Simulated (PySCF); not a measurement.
## Fractional electron number in H (hydrogen, neutral)

The 1s alpha orbital of 1s1 is emptied in steps (occupation f), with all orbitals relaxed, ending at no electrons. Calculation: PySCF 2.14, in def2-TZVP (3s1p, 6 functions); the non-relativistic Hamiltonian (point nucleus). The exact energy is a straight line in f; departures are measured from the line between the end points of the same method.

Problem. Among UHF, PBE, PBE0, BHandHLYP, B3LYP, which shows the largest delocalisation error (convex curve), and which is closest to linear?

Solution. Most convex: PBE (-1.450 eV at f = 0.5); closest to linear: UHF (0.000 eV).

```
  f  UHF (eV)  PBE (eV)  PBE0 (eV)  BHandHLYP (eV)  B3LYP (eV)
  1     0.000     0.000      0.000           0.000       0.000
0.9     0.000    -0.543     -0.405          -0.278      -0.441
0.7     0.000    -1.253     -0.929          -0.636      -1.015
0.5     0.000    -1.450     -1.070          -0.733      -1.174
0.3     0.000    -1.142     -0.838          -0.579      -0.930
0.1     0.000    -0.404     -0.295          -0.212      -0.338
  0     0.000     0.000      0.000           0.000       0.000
```

| method | E(f=0) − E(f=1) (eV) | −ε at f=1 (eV) | −ε at f=0.5 (eV) |
| --- | --- | --- | --- |
| UHF | 13.601 | 13.601 | 13.601 |
| PBE | 13.595 | 7.554 | 13.892 |
| PBE0 | 13.634 | 9.108 | 13.883 |
| BHandHLYP | 13.566 | 10.461 | 13.723 |
| B3LYP | 13.664 | 8.754 | 13.896 |

As f goes to zero the orbital energy of a semilocal functional can turn back, because the density of that orbital vanishes from the exchange-correlation potential.

Reference removal energy between the ground levels: 13.598 eV (theoretical estimate listed by NIST; NIST Atomic Spectra Database, ionization energies). UHF lacks correlation.
